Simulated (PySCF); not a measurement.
# C6H6N2 (PP): the cost of one run

The runs use PySCF 2.14.0, with density-fitted response routines of our own; the level of theory stands in each step. All values are computed, except where a source is named. Atoms count from 0, in the outputs and in this text.

### 1 Starting geometry

14 atoms, charge 0, multiplicity 1; geometry from: GFN2-xTB. The atoms were then displaced at random by about 0.01 Å, so the start is not that level's minimum.

Bonds of the start (Å): C0–C1 1.40, C1–C2 1.42, C2–N3 1.32, N3–C4 1.40, C4–C5 1.36, C5–C6 1.42, C6–N7 1.37, N7–C0 1.35, C6–C2 1.40, C0–H8 1.05, C1–H9 1.08, N3–H10 1.01, C4–H11 1.07, C5–H12 1.08, N7–H13 1.00.

### 2 Geometry optimisation at PBE0-D3(BJ)/def2-TZVP

Job settings and geometry (Å):

```
{"job": {"xc": "PBE0", "basis": "def2-TZVP", "d3": "d3bj", "grid": 2, "shake": 0.01, "kind": "geom"}, "charge": 0, "multiplicity": 1}
C      2.111150    -0.199270     0.020650
C      1.420560     1.021970     0.039120
C      0.036450     0.695430     0.007770
N     -1.170900     1.219780     0.012960
C     -2.093990     0.166950    -0.029560
C     -1.430340    -1.021660    -0.046480
C     -0.047330    -0.699580    -0.021850
N      1.219270    -1.212010    -0.027020
H      3.145920    -0.351790     0.043430
H      1.871630     1.997200     0.083950
H     -1.461210     2.187870     0.049870
H     -3.142630     0.358030    -0.018220
H     -1.901700    -1.990220    -0.081630
H      1.435960    -2.187780    -0.040720
```

Launch:

```bash
OMP_NUM_THREADS=1 python probes_run.py task.json out
```

This one command runs all jobs of the session in turn.

**Question.** How long does this first job take on 1 thread of Arm Neoverse V1, shared host, and how much memory does it need?

About 8.3 min, with a peak of 1.6 GiB.
